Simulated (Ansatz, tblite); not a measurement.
**The cluster Ru₃Pt: rung by rung**

How do method and basis change the picture of the cluster Ru₃Pt (singlet)?

Method: as each input shows; program: Ansatz 0.2.0, Gaussian basis.

The runs, in order: GFN1-xTB, GFN2-xTB, PBE-D4/def2-TZVP, r2SCAN-D4/def2-TZVP, revPBE-D4/def2-TZVP, HF/def2-TZVP, r2SCANh-D4/def2-TZVP, BHLYP-D4/def2-TZVP, r2SCAN0-D4/def2-TZVP, PBE+5HF/def2-TZVP, PBE+10HF/def2-TZVP, PBE+15HF/def2-TZVP, PBE+35HF/def2-TZVP, PBE+50HF/def2-TZVP, PBE-D4/def2-SVP, PBE0-D4/def2-SVP, PBE0-D4/def2-TZVPD, PBE-D4/def2-TZVPD, r2SCAN-D4/def2-TZVPD, MP2/def2-TZVP.

4 further runs of the same task are left out: 4 that didn't finish.

## (1) The structure

The singlet was relaxed beforehand with r2SCAN-D4/def2-SVP. At that level it is the lowest of the isomers that a small search found.

4 atoms, charge 0, spin multiplicity 1.

Bond lengths: Pt1–Ru3 2.439 Å, Pt1–Ru4 2.440 Å, Ru2–Ru3 2.203 Å, Ru2–Ru4 2.200 Å, Ru3–Ru4 2.564 Å. Angles: Ru3–Pt1–Ru4 63.4°, Ru3–Ru2–Ru4 71.2°, Pt1–Ru3–Ru2 94.9°, Pt1–Ru3–Ru4 58.3°, Ru2–Ru3–Ru4 54.3°, Pt1–Ru4–Ru2 94.9°, Pt1–Ru4–Ru3 58.3°, Ru2–Ru4–Ru3 54.5°.

Pt, Ru take a core potential in the def2 sets. No spin-orbit coupling is included.

PBE0-D4/def2-TZVP was run before; its log isn't repeated, and its numbers join the tables.

## (2) GFN1-xTB

Tight binding, by tblite at 300 K electronic temperature and without a spin-polarisation term:

```python
tblite.interface.Calculator('GFN1-xTB', numbers, positions, charge=0, uhf=0).singlepoint()
```

Energy -398.5880 eV, HOMO -11.11 eV, LUMO -11.03 eV; 0.005 s.

## (3) GFN2-xTB

Tight binding, by tblite at 300 K electronic temperature and without a spin-polarisation term:

```python
tblite.interface.Calculator('GFN2-xTB', numbers, positions, charge=0, uhf=0).singlepoint()
```

Energy -374.6542 eV, HOMO -7.96 eV, LUMO -7.75 eV; 0.01 s.

## (4) PBE-D4/def2-TZVP

start.molden holds the orbitals of an earlier run on this state, given as this run's starting guess.

The input, in.yaml:

```yaml
crystal:
  periodic: [false, false, false]
  atoms:
    - {symbol: Pt, position_ang: [0.436730, -1.295144, 1.242048]}
    - {symbol: Ru, position_ang: [0.405350, 0.962770, -1.329528]}
    - {symbol: Ru, position_ang: [0.017402, 1.073123, 0.836328]}
    - {symbol: Ru, position_ang: [-0.859483, -0.740739, -0.748839]}
basis:
  gaussian: {orbitals: def2-TZVP, initial_orbitals: start.molden}
hamiltonian: {xc: pbe, dispersion: d4}
scf: {omitted_lower_state_checks: [starts]}
output: {orbitals: {seedname: orbitals}}
```

On the command line:

```console
ansatz run in.yaml --threads 2 --pin off --events-out ev --progress --plain --max-ram 4352MiB
```

Further steps of the session: r2SCAN-D4/def2-TZVP; revPBE-D4/def2-TZVP; HF/def2-TZVP; r2SCANh-D4/def2-TZVP; BHLYP-D4/def2-TZVP; r2SCAN0-D4/def2-TZVP; PBE+5HF/def2-TZVP; PBE+10HF/def2-TZVP; PBE+15HF/def2-TZVP; PBE+35HF/def2-TZVP; PBE+50HF/def2-TZVP; PBE-D4/def2-SVP; PBE0-D4/def2-SVP; PBE0-D4/def2-TZVPD; PBE-D4/def2-TZVPD; r2SCAN-D4/def2-TZVPD; MP2/def2-TZVP.

Before running them: what should the planned runs give, taken together? Wanted: gap in def2-TZVP, named functionals and Hartree-Fock, smallest and largest; gap over the share of exact exchange; correlation energy, MP2/def2-TZVP; binding an atom, functionals in def2-TZVP; PBE0 total energy, smallest basis above largest.

The runs gave:

| quantity | value |
| --- | --- |
| gap in def2-TZVP, named functionals and Hartree-Fock, smallest and largest | 0.59 eV (r2SCANh-D4), 7.06 eV (HF) |
| gap over the share of exact exchange | 0.55 eV at 0.1, 3.97 eV at 0.5 |
| correlation energy, MP2/def2-TZVP | -55.40 eV |
| binding an atom, functionals in def2-TZVP | 0.45 (BHLYP-D4) to 2.72 eV (PBE-D4) |
| PBE0 total energy, smallest basis above largest | 2.30 eV (def2-SVP, def2-TZVPD) |

Over the named functionals and Hartree-Fock in def2-TZVP the gap runs from 0.59 eV (r2SCANh-D4) to 7.06 eV (HF). Raising the share of exact exchange from 0.1 to 0.5 moves the HOMO by -1.49 eV and the LUMO by +1.92 eV. PBE-D4, revPBE-D4, r2SCAN-D4 leave an empty level below a filled one, so this occupation isn't an aufbau state there; left out of the range.
